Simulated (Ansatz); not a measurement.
C2H3FS2, SMILES `FCC(=S)S` at its PBE0-D4/def2-TZVP geometry, where that method's forces vanish. The species carries charge 0 and has multiplicity 1.

```xyz
8

F    -1.5783   -0.1920    0.3590
C    -0.5965    0.4641   -0.3533
C     0.8031   -0.0185   -0.0667
S     2.0505    0.6873   -0.8302
S     1.0321   -1.3017    1.0551
H    -0.7964    0.3268   -1.4187
H    -0.6506    1.5282   -0.1120
H    -0.2639   -1.4943    1.3668
```

**Question.** What forces (eV/Å) does ωB97M-V/def2-TZVPP give on these atoms in Ansatz? (An estimate is asked.)

**Answer.** Ansatz gave: 
```
F1  -0.144 -0.117  0.123
C2   0.010  0.282 -0.261
C3   0.132  0.093 -0.096
S4  -0.077 -0.050  0.053
S5  -0.088 -0.140  0.135
H6   0.020  0.013  0.104
H7   0.005 -0.104 -0.023
H8   0.141  0.021 -0.034
```
